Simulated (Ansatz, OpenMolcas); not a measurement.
# A ladder of methods for SiH3OF (SMILES O[SiH2]F)

SiH3OF: 6 atoms, total charge 0, spin state singlet. SMILES: `O[SiH2]F`. The coordinates come from a PBE0-D4/def2-TZVP relaxation. This is one conformer, not always the lowest.

```xyz
6

O    -0.8535   -0.2092   -0.9241
Si    0.3783   -0.0093    0.1239
F     0.1808   -0.9228    1.4178
H    -1.7142    0.1502   -0.7056
H     1.5956   -0.4585   -0.5758
H     0.4551    1.3856    0.6176
```

Quantity: the vertical energy of the triplet above the singlet, in eV. The values are calculated.

```
             level                kind     program  value (eV)
    HF/aug-cc-pVDZ        Hartree–Fock  OpenMolcas        8.47
 SVWN5/aug-cc-pVDZ                 LDA  OpenMolcas        6.87
   PBE/aug-cc-pVDZ                 GGA  OpenMolcas        6.91
 M06-L/aug-cc-pVDZ            meta-GGA  OpenMolcas        7.70
r2SCAN/aug-cc-pVDZ            meta-GGA  OpenMolcas        7.26
 B3LYP/aug-cc-pVDZ       global hybrid  OpenMolcas        7.44
        FCI/STO-3G  exact in the basis      Ansatz        9.75
```

The values span 6.87 to 9.75 eV. A triplet this far above the singlet is often a Rydberg-like or dissociative state; sets without diffuse functions put Rydberg states too high. High-level rows in very small sets aren't better than simpler rows in larger ones.
